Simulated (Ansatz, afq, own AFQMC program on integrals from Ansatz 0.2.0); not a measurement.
**AFQMC, coupled cluster and functionals along a coordinate of HCl + NH, triplet**

```yaml
atoms:
  - { symbol: Cl, position_ang: [-0.8041, 0.0197, 0.0000] }
  - { symbol: H, position_ang: [0.4747, 0.0197, 0.0000] }
  - { symbol: N, position_ang: [1.8489, 0.0197, 0.0000] }
  - { symbol: H, position_ang: [2.1179, -0.9846, 0.0000] }
```

A hydrogen atom is moved from one rigid fragment to the other; the Cl1–H2 distance tells how far. The two fragments are held close together, so this isn't a minimum-energy path and the start is a compressed complex. Energies in kcal/mol count from this geometry (1.279 Å) at the same level; the start stands on UHF, each point on the determinant named.

Basis cc-pVTZ. Noble-gas cores (and the filled d shells of Ga–Kr and In–Xe) are frozen. Integrals, coupled cluster, full CI and functionals: Ansatz 0.2.0; the random walks run on the same integrals in our own AFQMC program. ph-AFQMC/CISD is guided by a CISD state made of CCSD amplitudes; releasing the constraint for a short imaginary time cuts its bias at the price of noise, slowly where states lie close. Error bars are statistical, one sigma.

Cautions, each for one point or more: lower spins were not checked; the ph-AFQMC/CISD walk drifts between its halves; unrestricted determinant slightly spin contaminated.

```csv
r(Cl1–H2) / Å,det.,T1,weight,⟨S²⟩,CCSD(T),ph-AFQMC/CISD,released AFQMC,B3LYP,r2SCAN
1.374,UHF,0.018,0.87,2.03,0.3,0.6 ± 0.2,–,-2.0,-2.4
1.422,UHF,0.019,0.86,2.04,1.0,1.4 ± 0.2,1.0 ± 0.3,-2.4,-2.8
1.470,UHF,0.019,0.86,2.05,1.8,2.4 ± 0.2,1.8 ± 0.2,-2.6,-3.0
1.518,UHF,0.017,0.86,2.05,2.4,3.1 ± 0.2,2.5 ± 0.3,-2.7,-3.0
1.613,UHF,0.024,0.86,2.04,4.2,4.9 ± 0.2,–,-1.4,-1.2
```

Weight is that of the determinant in the CISD state; at the start T1 is 0.014 and the weight 0.87, and ⟨S²⟩ is 2.02. A dash marks a missing value, a released energy that hasn't settled or a functional that sits on another state. Largest departures from phaseless AFQMC with a CISD trial: CCSD(T) -0.7 kcal/mol at 1.613 (on UHF), released AFQMC -0.6 kcal/mol at 1.470 (on UHF) (within the noise), B3LYP -6.2 kcal/mol at 1.613, r2SCAN -6.1 kcal/mol at 1.613. The walk's constraint bias lies outside its error bars, so these are departures and not errors. Functionals count only at points shown to share the start's state and spin.

Some points may be missing: those where a free walk finds a much lower state, and past Zn most of those on another determinant than at the start.

A walk keeps the symmetry of its determinant, which the program's search chose and which needn't be the lowest solution, so a lower state of the same spin and another symmetry isn't excluded. Released energies are given only where the last usable release times agree within the noise; a slower fall can still hide under it.
